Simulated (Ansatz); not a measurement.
Ligand exchange: NaNH2 + H2O2 → NaOH + H3NO

Species: NaNH2 `[NH2][Na]`, singlet; H2O2 (hydrogen peroxide) `OO`, singlet; NaOH `[OH][Na]`, singlet; H3NO `NO`, singlet. The partners trade NH2 for OH: Na–NH2 and O–OH bonds give way to Na–OH and O–NH2.

Shapes, held fixed at every level: PBE0-D4/def2-TZVP. Flexible molecules stand in one conformer, not always the lowest. Programs: Ansatz 0.2.0. The zero-point and thermal change to 298 K, harmonic and unscaled (PBE0-D4/def2-TZVP), is +7.2 kJ/mol.

| level | kind | ΔH(298 K) (kJ/mol) | less CCSD(T)/def2-TZVPP |
| --- | --- | --- | --- |
| r2SCAN-D4/def2-TZVPP | meta-GGA | -167.1 | +1.1 |
| BHLYP-D4/def2-TZVPP | global hybrid | -178.1 | -9.9 |
| r2SCAN0-D4/def2-TZVPP | global hybrid | -175.0 | -6.8 |
| wB97X-V/def2-TZVPP | range-separated hybrid | -171.5 | -3.3 |
| MP2/def2-SVP | perturbation theory | -181.2 | -13.0 |
| MP2/def2-TZVPP | perturbation theory | -177.3 | -9.1 |
| CCSD(T)/def2-SVP | coupled cluster or CI | -173.1 | -4.9 |
| CCSD(T)/def2-TZVPP | coupled cluster or CI | -168.2 | 0.0 |

The highest level, CCSD(T)/def2-TZVPP, gives ΔH(298 K) = -168.2 kJ/mol; the levels span -181.2 to -167.1. The column of differences is taken from that level and isn't an error. No measured value is set beside it here. Outer-core shells of Na are correlated, in sets that cover them unevenly.
